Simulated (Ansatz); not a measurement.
**Cost against result**

Saddle point of CH8OSi, closed shell (CH₆OSi ([CH3][SiH2][OH]) + H₂ → CH₆Si ([CH3][SiH3]) + H₂O; bonds formed: Si1–H7, O2–H6; bonds broken: Si1–O2, H6–H7), PBE0-D4/def2-TZVP structure:

Si1  (-0.552, 0.045, -0.078)
O2  (-0.219, -1.484, 0.989)
H3  (-1.609, 0.042, -1.127)
H4  (-1.324, 0.605, 1.095)
C5  (0.865, 1.241, -0.289)
H6  (0.085, -1.788, -0.029)
H7  (0.251, -1.196, -1.026)
H8  (-0.978, -1.910, 1.408)
H9  (1.309, 1.169, -1.282)
H10  (0.530, 2.265, -0.107)
H11  (1.642, 1.011, 0.446)
(Å)

Barriers are electronic and count from the start structure reached by relaxing down the imaginary mode.

Computed with Ansatz 0.2.0 (basis: as named in each row); correlated methods freeze the cores. B3LYP uses VWN-RPA correlation. Extrapolation: Hartree–Fock as exp(−7.88 √X), correlation as X^−2.97.

Times are rough, for one single point on 4 threads of a shared host (Intel Xeon Platinum 8259CL).

The estimate by CCSD(T) at an estimated basis limit (MP2 extrapolated from triple and quadruple zeta, plus CCSD(T) − MP2 in triple zeta) is 238.8 kJ/mol.

```tsv
method	basis	time (s)	barrier (kJ/mol)	method less estimate
HF	STO-3G	under 1	341.1	102.2
PBE-D4	STO-3G	under 1	180.9	-58.0
SPW92	def2-SVP	under 1	145.1	-93.8
B3LYP-D4	6-31G	under 1	213.9	-24.9
PBE-D4	def2-SVP	under 1	181.0	-57.8
PBE0-D4	def2-SVP	under 1	197.6	-41.2
SPW92	def2-TZVPP	1	162.2	-76.6
PBE-D4	def2-TZVPP	2	198.4	-40.4
BLYP-D4	def2-TZVPP	2	223.3	-15.5
PBE0-D4	def2-TZVPP	2	213.5	-25.3
B3LYP-D4	def2-TZVPP	2	232.6	-6.2
BHLYP-D4	def2-TZVPP	2	250.2	11.4
CCSD(T)	def2-SVP	2	229.3	-9.5
CAM-B3LYP-D4	def2-TZVPP	2	234.1	-4.7
wB97M-V	def2-SVP	3	206.7	-32.2
r2SCAN-D4	def2-TZVPP	3	217.4	-21.4
r2SCAN0-D4	def2-TZVPP	3	225.9	-13.0
RPA on PBE	def2-TZVPP	4	239.0	0.2
PBE-QIDH	def2-TZVPP	4	229.5	-9.4
B2PLYP	def2-TZVPP	4	239.0	0.1
B97M-V	def2-TZVPP	6	221.9	-16.9
wB97M-V	def2-TZVPP	6	228.0	-10.8
wB97X-V	def2-TZVPP	6	232.4	-6.4
MP2	def2-QZVPP	16	239.7	0.9
CCSD(T)	def2-TZVPP	34	238.5	-0.3
```

All methods are single points on the PBE0-D4 structures.

The T1 diagnostic stays at or below 0.012.

Labels in which every atom is bracketed show which atoms are joined, not bond orders.
